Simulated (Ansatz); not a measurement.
**hcp Co**

All values below come from BLYP (plane waves, PAW; Ansatz, an electronic-structure program).

Settings: plane-wave cutoff 520 eV, 24×24×14 k mesh (along the axes of the cell as run), Fermi–Dirac smearing 0.05 eV, spin-polarised with parallel moments, scalar-relativistic PAW data made under PBE.

Cell: relaxed at this level.

```
Quantity                                                            Value
----------------------------------------------------------  -------------
volume per atom                                             11.35 Å³/atom
bulk modulus                                                      189 GPa
lattice constant a                                                2.532 Å
lattice parameter c                                               4.089 Å
band gap                                                             none
magnetic moment per atom (the cell's total over its atoms)        1.62 μB
pressure derivative B′ of the bulk modulus                            4.5
```

Measured, for comparison: bulk modulus 193 GPa (zero-point energy and finite temperature contributions removed, our sources range from 193 to 198; as tabulated in doi:10.1021/acs.jctc.3c00612); lattice constant a 2.507 Å, lattice parameter c 4.07 Å (293 K, not corrected to a static lattice; as tabulated in Wikipedia's data pages). Computed (rounded) less measured: bulk modulus -2 % (-2 % to -5 % over the range), lattice constant a +1.0 %, lattice parameter c +0.5 %.

Note: the bulk modulus comes from volumes at which shape and atoms were relaxed.

Moments are spin moments.

The computed numbers hold no vibrational or temperature effects.
